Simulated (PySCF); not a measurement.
CH3CH2CF2CH3, C₄H₈F₂.
Bonds: C1–C2, C2–C3, C3–C4, C3–F5, C3–F6. Hydrogens: H7, H8, H9 on C1; H10, H11 on C2; H12, H13, H14 on C4.

Torsions of this conformer, `[CH3:1][CH2:2][C:3]([CH3:4])([F:5])[F:6]`: C1–C2–C3–C4 60°.

The closed-shell ground state was solved at several levels (PySCF, density fitting, gas phase, non-relativistic). One conformer (not necessarily the lowest) at the PBE0-D3(BJ)/def2-TZVP geometry, without solvent, vibrations or thermal averaging.

```json
{"level": "wB97X-D/pcSseg-2", "basis functions": "328", "total energy (Eh)": "-356.9889", "HOMO (eV)": "-11.15", "LUMO (eV)": "2.25", "gap (eV)": "13.40", "dipole (D)": "2.44"}
{"level": "PBE0/pcSseg-2", "basis functions": "328", "total energy (Eh)": "-356.7096", "HOMO (eV)": "-9.24", "LUMO (eV)": "0.55", "gap (eV)": "9.79", "dipole (D)": "2.43"}
{"level": "KT3/pcSseg-2", "basis functions": "328", "total energy (Eh)": "-361.9797", "HOMO (eV)": "-7.77", "LUMO (eV)": "-0.34", "gap (eV)": "7.43", "dipole (D)": "2.30"}
```

(1) What might B97-2/pcSseg-2 (328 basis functions) give for the same quantities?

(2) Over all these levels, which gives the widest orbital gap and which the narrowest?

(3) In the pcSseg-2 basis, how does the gap go with the fixed share of exact exchange?

(4) How far do the dipole and the HOMO energy spread over the levels?

## Answers

(1) Total energy -356.9755 Eh, HOMO -8.95 eV, LUMO 0.59 eV, gap 9.54 eV, dipole 2.41 D.

(2) wB97X-D/pcSseg-2 (range-separated hybrid) has the widest, 13.40 eV, and KT3/pcSseg-2 (GGA) the narrowest, 7.43 eV. From the narrowest to the widest the HOMO moves by -3.38 eV and the LUMO by +2.59 eV.

(3) KT3 (0 %) 7.43 eV; B97-2 (21 %) 9.54 eV; PBE0 (25 %) 9.79 eV. Each rise in the share widens the gap here.

(4) The dipole runs from 2.30 to 2.44 D (mean 2.40 D) and the HOMO from -11.15 to -7.77 eV.

Note: wB97X-D ran without an empirical dispersion term, which enters the total energy and its gradient alone.
